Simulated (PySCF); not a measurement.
Diethyl sulfoxide, C₄H₁₀OS.
Structure used (PBE0-D3(BJ)/def2-SVP), in Å, numbered top down from 1:
```
atom  x, y, z in Å
C1     2.5524    0.3304   -0.8330
C2     1.4064   -0.3949   -0.1588
S3    -0.1734    0.3227   -0.7319
O4    -0.1537    1.7630   -0.2876
C5    -1.2629   -0.5449    0.4516
C6    -2.6502    0.0579    0.3753
H7     2.5572    0.1564   -1.9201
H8     3.5175   -0.0077   -0.4282
H9     2.4585    1.4122   -0.6572
H10    1.3851   -1.4730   -0.3880
H11    1.4277   -0.2564    0.9342
H12   -0.8141   -0.4008    1.4476
H13   -1.2443   -1.6173    0.1967
H14   -3.3024   -0.3692    1.1510
H15   -2.5877    1.1453    0.5293
H16   -3.1176   -0.1253   -0.6045
```

The closed-shell ground state was solved at several levels (PySCF, density fitting, gas phase, non-relativistic).

```json
{"level": "B3LYP/def2-SVPD", "basis functions": "210", "total energy (Eh)": "-631.5642", "HOMO (eV)": "-6.37", "LUMO (eV)": "0.24", "gap (eV)": "6.61", "dipole (D)": "3.94"}
{"level": "PBE0/pcSseg-1", "basis functions": "159", "total energy (Eh)": "-631.3575", "HOMO (eV)": "-6.44", "LUMO (eV)": "0.92", "gap (eV)": "7.36", "dipole (D)": "3.84"}
```

(1) Estimate the row for PBE/pcSseg-2, a basis of 363 functions; the other rows only guide the guess.

(2) Over all these levels, which gives the widest orbital gap and which the narrowest?

(3) How far do the dipole and the HOMO energy spread over the levels?

## Answers

(1) Total energy -631.4845 Eh, HOMO -5.25 eV, LUMO -0.34 eV, gap 4.91 eV, dipole 3.64 D.

(2) PBE0/pcSseg-1 (global hybrid, 25 % exact exchange) has the widest, 7.36 eV, and PBE/pcSseg-2 (GGA) the narrowest, 4.91 eV. Functional and basis both differ between the two, so the spread mixes both effects.

(3) The dipole runs from 3.64 to 3.94 D (mean 3.81 D) and the HOMO from -6.44 to -5.25 eV.

One conformer stands for the species.
